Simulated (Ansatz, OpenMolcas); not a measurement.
**PH2 (SMILES [PH2]): the energy, rung by rung**

PH2: 3 atoms, total charge 0, spin state doublet. As SMILES, `[PH2]`. The coordinates come from a GFN2-xTB relaxation.

```xyz
3

P     0.5145   -0.3028    0.2527
H     0.1115    1.0274    0.1724
H    -0.6260   -0.7246   -0.4251
```

Each level gives the energy change with the P1–H3 bond stretched from 1.392 to 3.480 Å (eV). The values are calculated.

| level | kind | program | value (eV) | less FCI/6-31G* | CPU time (all runs) |
| --- | --- | --- | --- | --- | --- |
| UHF/6-31G* (spherical functions) | Hartree–Fock | Ansatz | 2.33 | -0.55 | 0.46 s |
| U-revPBE/6-31G* (spherical functions) | GGA | Ansatz | 3.26 | +0.38 | 5.1 s |
| UBHLYP/6-31G* (spherical functions) | global hybrid | Ansatz | 3.32 | +0.44 | 6.1 s |
| UPBE0/6-31G* (spherical functions) | global hybrid | Ansatz | 3.30 | +0.42 | 5.5 s |
| UCAM-B3LYP/6-31G* (spherical functions) | range-separated hybrid | Ansatz | 3.38 | +0.50 | 7.2 s |
| RPA@PBE/6-31G* (spherical functions) | RPA | Ansatz | 3.02 | +0.14 | 6.7 s |
| UMP2/6-31G* (spherical functions) | perturbation theory | Ansatz | 2.80 | -0.08 | 0.59 s |
| UBCCD(T)/6-31G* (spherical functions) | coupled cluster or CI | Ansatz | 2.89 | +0.01 | 1.4 s |
| FCI/3-21G | exact in the basis | OpenMolcas | 2.50 | -0.38 | 7.1 s |
| FCI/6-31G* (spherical functions) | exact in the basis | Ansatz | 2.88 | 0.00 | 12 s |

FCI/6-31G* (spherical functions) is exact within its basis and frozen core, so for wave-function methods in that basis the difference is their error; functionals converge differently with the basis, so for them it is only a difference. The first shape isn't each level's own minimum. The values span 2.33 to 3.38 eV. Spin contamination of the reference (⟨S²⟩ at least 0.1 too high) touches UHF/6-31G*, U-revPBE/6-31G*, UBHLYP/6-31G*, UPBE0/6-31G*, UCAM-B3LYP/6-31G*, RPA@PBE/6-31G*, UMP2/6-31G*, UBCCD(T)/6-31G*. High-level rows in very small sets aren't better than simpler rows in larger ones. In so small a basis fixed costs decide the times, and correlated methods can beat functionals. CPU times are rough (shared hosts, several kinds of processor and program).
